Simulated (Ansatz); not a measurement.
# CH2NO radical (SMILES N=[C]O): functionals against CCSD(T) at one geometry

Aim: energy, forces and dipole at a structure displaced at random from a GFN2-xTB minimum, from CCSD(T) and from density functionals.

Computed with Ansatz 0.2.0, Gaussian basis. Level: single points in def2-TZVPP.

Cores are frozen in the correlated methods. Orbitals are unrestricted.

## (1) Where the work starts

SMILES `N=[C]O`, 5 atoms, charge 0, spin multiplicity 2.

Atoms are counted from 1 here; the program's logs count them from 0.

Bond lengths: N1–C2 1.242 Å, N1–H4 0.983 Å, C2–O3 1.289 Å, O3–H5 0.978 Å. Angles: C2–N1–H4 120.2°, N1–C2–O3 128.8°, C2–O3–H5 116.6°.

Geometry (Å):

```xyz
5

N    -0.9175   -0.1878   -0.3053
C     0.1631    0.4236   -0.2981
O     1.2102    0.2055    0.4214
H    -1.6481    0.1050   -0.8946
H     1.1574   -0.5344    1.0594
```

## (2) CCSD(T)/def2-TZVPP

Contents of run/in.yaml:

```yaml
crystal:
  periodic: [false, false, false]
  atoms:
    - {symbol: N, position_ang: [-0.917500, -0.187800, -0.305300]}
    - {symbol: C, position_ang: [0.163100, 0.423600, -0.298100]}
    - {symbol: O, position_ang: [1.210200, 0.205500, 0.421400]}
    - {symbol: H, position_ang: [-1.648100, 0.105000, -0.894600]}
    - {symbol: H, position_ang: [1.157400, -0.534400, 1.059400]}
basis:
  gaussian: {orbitals: def2-TZVPP}
magnetization: {spin_polarized: true, initial_magnetization: 1}
correlation: {method: ccsd_t}
scf: {omitted_lower_state_checks: [cluster_reference]}
output: {forces: true}
```

The command line of these runs was not kept.

## (3) PBE0-D4/def2-TZVPP

Changes to run/in.yaml since step 2:

```diff
@@ -11,4 +11,3 @@
 magnetization: {spin_polarized: true, initial_magnetization: 1}
-correlation: {method: ccsd_t}
-scf: {omitted_lower_state_checks: [cluster_reference]}
-output: {forces: true}
+hamiltonian: {xc: pbe0, dispersion: d4}
+output: {forces: true, orbitals: {seedname: orbitals}}
```

## (4) wB97M-V/def2-TZVPP

Changes to run/in.yaml since step 3:

```diff
@@ -11,3 +11,3 @@
 magnetization: {spin_polarized: true, initial_magnetization: 1}
-hamiltonian: {xc: pbe0, dispersion: d4}
-output: {forces: true, orbitals: {seedname: orbitals}}
+hamiltonian: {xc: {name: wB97M-V}}
+output: {forces: true}
```

## (5) r2SCAN-D4/def2-TZVPP

Changes to run/in.yaml since step 4:

```diff
@@ -11,3 +11,3 @@
 magnetization: {spin_polarized: true, initial_magnetization: 1}
-hamiltonian: {xc: {name: wB97M-V}}
+hamiltonian: {xc: r2scan, dispersion: d4}
 output: {forces: true}
```

## (6) PBE-D4/def2-TZVPP

Changes to run/in.yaml since step 5:

```diff
@@ -11,3 +11,3 @@
 magnetization: {spin_polarized: true, initial_magnetization: 1}
-hamiltonian: {xc: r2scan, dispersion: d4}
+hamiltonian: {xc: pbe, dispersion: d4}
 output: {forces: true}
```

## (7) HSE06-D4/def2-TZVPP

Changes to run/in.yaml since step 6:

```diff
@@ -11,3 +11,3 @@
 magnetization: {spin_polarized: true, initial_magnetization: 1}
-hamiltonian: {xc: pbe, dispersion: d4}
+hamiltonian: {xc: hse06, dispersion: d4}
 output: {forces: true}
```

## (8) SPW92/def2-TZVPP

Changes to run/in.yaml since step 7:

```diff
@@ -11,3 +11,3 @@
 magnetization: {spin_polarized: true, initial_magnetization: 1}
-hamiltonian: {xc: hse06, dispersion: d4}
+hamiltonian: {xc: lda}
 output: {forces: true}
```

(Steps that only read results are left out.)

Before running it: what results should come out? Wanted: energy less free atoms, CCSD(T)/def2-TZVPP; RMS force component; RMS force error; HOMO and LUMO, PBE0-D4; T1 diagnostic.

The runs gave:

| quantity | value |
| --- | --- |
| energy less free atoms, CCSD(T)/def2-TZVPP | -427.5 kcal/mol |
| RMS force component | 0.683 to 0.822 eV/Å over the methods |
| RMS force error | PBE0-D4 0.342, wB97M-V 0.288, r2SCAN-D4 0.236, PBE-D4 0.325, HSE06-D4 0.338, SPW92 0.619 eV/Å |
| HOMO and LUMO, PBE0-D4 | -6.53 and -2.18 eV |
| T1 diagnostic | 0.025 |

Against CCSD(T) the functionals' energies less atoms differ by -115.0 to -20.9 kcal/mol, PBE-D4 by -46.8 kcal/mol. CCSD(T) in triple zeta still lacks some correlation energy of the bonds, so part of these gaps is its own basis error and they don't rank the functionals. The forces of r2SCAN-D4 come nearest to CCSD(T), those of SPW92 are farthest. Frozen-core CCSD(T) forces in triple zeta carry basis errors of their own, and this is one geometry, so small gaps rank nothing.
